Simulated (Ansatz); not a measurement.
System: fcc Sr. Method: r²SCAN0 (Ansatz, an electronic-structure program, plane waves, PAW).

Settings: plane-wave cutoff 520 eV, 10×10×10 k mesh, Fermi–Dirac smearing 0.05 eV, scalar-relativistic PAW data made under PBE.

Cell (relaxed at this level):

```yaml
crystal:
  lattice:
    - [0.00000, 3.07900, 3.07900]
    - [3.07900, 0.00000, 3.07900]
    - [3.07900, 3.07900, 0.00000]
  atoms:
    - { symbol: Sr, position: [0.00000, 0.00000, 0.00000] }
```

### Question
Estimate the bulk modulus and pressure derivative B′ of the bulk modulus that the calculation returns.

### Answer

* **bulk modulus**: 12.6 GPa
* **pressure derivative B′ of the bulk modulus**: 3.5

Measured, for comparison: bulk modulus 12.5 GPa (corrected for temperature and zero-point phonon effects, our sources range from 12.0 to 12.5; as tabulated in Levämäki et al. (2014), arXiv:1402.3671). Computed (rounded) less measured: bulk modulus +0.8 % (+0.8 % to +5 % over the range).

The computed numbers hold no vibrational or temperature effects.
